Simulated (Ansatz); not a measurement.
**AlH₆NSi: a ladder of functionals and wavefunction methods**

The task here is to estimate one member of a computed series from the others.

Program: Ansatz 0.2.0, Gaussian basis. Level of theory: functionals in def2-TZVPP, the program's frozen cores in correlated methods. These are calculated values, not measurements.

Levels to be run: LDA (SPW92), PBE-D4, revPBE-D4, BLYP-D4, r2SCAN-D4, B97M-V, PBE0-D4, B3LYP-D4, r2SCANh-D4, r2SCAN0-D4, HSE06-D4, BHLYP-D4, CAM-B3LYP-D4, LC-ωPBE, ωB97X-V, ωB97M-V, B2PLYP, PBE-QIDH; CCSD(T)/def2-SVP; CCSD(T)/def2-TZVPP; MP2/def2-QZVPP; extrapolation to the limit; RPA on PBE.

1 further run of the same task is left out (it didn't finish).

## The geometry

The geometry comes from an earlier relaxation with PBE0-D4 in a triple-zeta def2 set; it is a stationary point, not always the lowest conformer.

SMILES `[AlH2][NH][SiH3]`, 9 atoms, charge 0, spin multiplicity 1.

Atoms are counted from 1 here; the program's logs count them from 0.

Bond lengths: Al1–N2 1.782 Å, Al1–H4 1.580 Å, Al1–H5 1.583 Å, N2–Si3 1.727 Å, N2–H6 1.012 Å, Si3–H7 1.490 Å, Si3–H8 1.485 Å, Si3–H9 1.490 Å. Angles: N2–Al1–H4 118.1°, N2–Al1–H5 117.4°, H4–Al1–H5 124.5°, Al1–N2–Si3 129.3°, Al1–N2–H6 116.1°, Si3–N2–H6 114.6°, N2–Si3–H7 112.2°, N2–Si3–H8 107.4°, N2–Si3–H9 112.2°, H7–Si3–H8 109.0°, H7–Si3–H9 107.1°, H8–Si3–H9 109.0°.

Set-up of the first run:

in.yaml

```yaml
crystal:
  periodic: [false, false, false]
  atoms:
    - {symbol: Al, position_ang: [-0.744372, 0.879581, -1.351800]}
    - {symbol: N, position_ang: [0.325698, 0.550730, 0.035093]}
    - {symbol: Si, position_ang: [0.459878, -0.875611, 0.999152]}
    - {symbol: H, position_ang: [-1.736215, -0.261164, -1.812224]}
    - {symbol: H, position_ang: [-0.632430, 2.302094, -2.037777]}
    - {symbol: H, position_ang: [0.949074, 1.301396, 0.305183]}
    - {symbol: H, position_ang: [1.826873, -1.465949, 0.942145]}
    - {symbol: H, position_ang: [-0.515352, -1.862525, 0.468837]}
    - {symbol: H, position_ang: [0.155248, -0.614854, 2.434291]}
basis:
  gaussian: {orbitals: def2-TZVPP}
hamiltonian: {xc: lda}
output: {orbitals: {seedname: orbitals}}
```

The run is started by

```
> ansatz run in.yaml --threads 2 --pin off --events-out ev --progress --plain --max-ram 4352MiB
```

Among the steps run: LDA; PBE-D4 (GGA); revPBE-D4 (GGA); BLYP-D4 (GGA); r2SCAN-D4 (meta-GGA); B97M-V (meta-GGA); PBE0-D4 (hybrid); B3LYP-D4 (hybrid); r2SCANh-D4 (hybrid); r2SCAN0-D4 (hybrid); HSE06-D4 (hybrid); BHLYP-D4 (hybrid); CAM-B3LYP-D4 (range-separated); LC-ωPBE (range-separated); ωB97X-V (range-separated); ωB97M-V (range-separated); B2PLYP (double hybrid); PBE-QIDH (double hybrid).

One of the session's tables, all rows but one given; the rest of the session is left out.

It belongs to the step «Frontier levels by functional». 

```
  functional  HOMO (eV)  gap (eV)
 LDA (SPW92)      -6.62      4.67
      PBE-D4      -6.49      4.76
   revPBE-D4      -6.44      4.81
     BLYP-D4      -6.36      4.75
   r2SCAN-D4      -6.77      5.39
      B97M-V      -6.90      5.24
     PBE0-D4      -7.76      6.80
    B3LYP-D4      -7.54      6.37
  r2SCANh-D4          ?         ?
  r2SCAN0-D4      -7.96      7.21
    HSE06-D4      -7.36      6.03
    BHLYP-D4      -8.96      8.75
CAM-B3LYP-D4      -9.14      9.09
     LC-ωPBE     -10.53     11.55
     ωB97X-V     -10.17     11.08
     ωB97M-V     -10.06     10.68
```

Q: Estimate the row for r2SCANh-D4 from the others.

Worked estimate for «HOMO (eV)». Against the share of exact exchange, r2SCAN-D4 (0, -6.77), r2SCAN0-D4 (0.25, -7.96) give a slope of -4.76 per unit share; at 0.1 the line stands at -7.25.

**Answer.** HOMO (eV): -7.24; gap (eV): 6.12. In «HOMO (eV)» the line misses by -0.01.
